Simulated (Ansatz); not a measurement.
**Si2H6S: one species, many methods**

One table from this session's results is given with a row withheld; the runs are named, their logs left out.

Computed with Ansatz 0.2.0, Gaussian basis. Level: functionals in def2-TZVPP, the program's frozen cores in correlated methods.

Plan: LDA (SPW92), PBE-D4, revPBE-D4, BLYP-D4, r2SCAN-D4, B97M-V, PBE0-D4, B3LYP-D4, r2SCANh-D4, r2SCAN0-D4, HSE06-D4, BHLYP-D4, CAM-B3LYP-D4, LC-ωPBE, ωB97X-V, ωB97M-V, B2PLYP, PBE-QIDH; CCSD(T)/def2-SVP; CCSD(T)/def2-TZVPP; MP2/def2-QZVPP; extrapolation to the limit; RPA on PBE.

### Structure used throughout

The geometry comes from an earlier relaxation with PBE0-D4 in a triple-zeta def2 set; it is a stationary point, not always the lowest conformer.

SMILES `[SiH3][SiH2]S`, 9 atoms, charge 0, spin multiplicity 1.

Atoms are counted from 1 here; the program's logs count them from 0.

Bond lengths: Si1–Si2 2.338 Å, Si1–H4 1.486 Å, Si1–H5 1.487 Å, Si1–H6 1.486 Å, Si2–S3 2.143 Å, Si2–H7 1.488 Å, Si2–H8 1.488 Å, S3–H9 1.344 Å. Angles: Si2–Si1–H4 110.0°, Si2–Si1–H5 109.5°, Si2–Si1–H6 110.0°, H4–Si1–H5 109.1°, H4–Si1–H6 109.1°, H5–Si1–H6 109.1°, Si1–Si2–S3 106.2°, Si1–Si2–H7 110.7°, Si1–Si2–H8 110.6°, S3–Si2–H7 110.8°, S3–Si2–H8 110.8°, H7–Si2–H8 107.8°, Si2–S3–H9 95.4°.

The first run:

in.yaml

```yaml
crystal:
  periodic: [false, false, false]
  atoms:
    - {symbol: Si, position_ang: [-0.203179, 1.202800, -0.951026]}
    - {symbol: Si, position_ang: [0.424924, -0.718190, 0.224800]}
    - {symbol: S, position_ang: [-0.912635, -0.861458, 1.893434]}
    - {symbol: H, position_ang: [-1.613060, 1.082919, -1.406503]}
    - {symbol: H, position_ang: [0.678622, 1.368005, -2.137425]}
    - {symbol: H, position_ang: [-0.072753, 2.398961, -0.078265]}
    - {symbol: H, position_ang: [0.319602, -1.922626, -0.642968]}
    - {symbol: H, position_ang: [1.835838, -0.612798, 0.686249]}
    - {symbol: H, position_ang: [-0.368961, -1.984013, 2.394504]}
basis:
  gaussian: {orbitals: def2-TZVPP}
hamiltonian: {xc: lda}
output: {orbitals: {seedname: orbitals}}
```

The run is started by

```console
$ ansatz run in.yaml --threads 2 --pin off --events-out ev --progress --plain --max-ram 4352MiB
```

Steps of the session up to this table: LDA; PBE-D4 (GGA); revPBE-D4 (GGA); BLYP-D4 (GGA); r2SCAN-D4 (meta-GGA); B97M-V (meta-GGA); PBE0-D4 (hybrid); B3LYP-D4 (hybrid); r2SCANh-D4 (hybrid); r2SCAN0-D4 (hybrid); HSE06-D4 (hybrid); BHLYP-D4 (hybrid); CAM-B3LYP-D4 (range-separated); LC-ωPBE (range-separated); ωB97X-V (range-separated); ωB97M-V (range-separated); B2PLYP (double hybrid); PBE-QIDH (double hybrid).

One table of the session follows, with a row left open; its other results are not shown here.

It belongs to the step «Orbital energies across the functionals». 

```
  functional  HOMO (eV)  gap (eV)
 LDA (SPW92)      -6.36      4.92
      PBE-D4      -6.27      5.03
   revPBE-D4      -6.24      5.09
     BLYP-D4      -6.11      5.01
   r2SCAN-D4      -6.56      5.63
      B97M-V      -6.70      5.54
     PBE0-D4      -7.50      7.10
    B3LYP-D4      -7.25      6.66
  r2SCANh-D4      -7.01      6.36
  r2SCAN0-D4      -7.69      7.46
    HSE06-D4          ?         ?
    BHLYP-D4      -8.58      9.07
CAM-B3LYP-D4      -8.81      9.45
     LC-ωPBE     -10.24     12.00
     ωB97X-V      -9.87     11.50
     ωB97M-V      -9.70     11.04
```

**Question.** Estimate the row for HSE06-D4.

The run gave: HOMO (eV): -7.10; gap (eV): 6.33. In the column «HOMO (eV)» it lies between B3LYP-D4 (-7.25) and r2SCANh-D4 (-7.01).
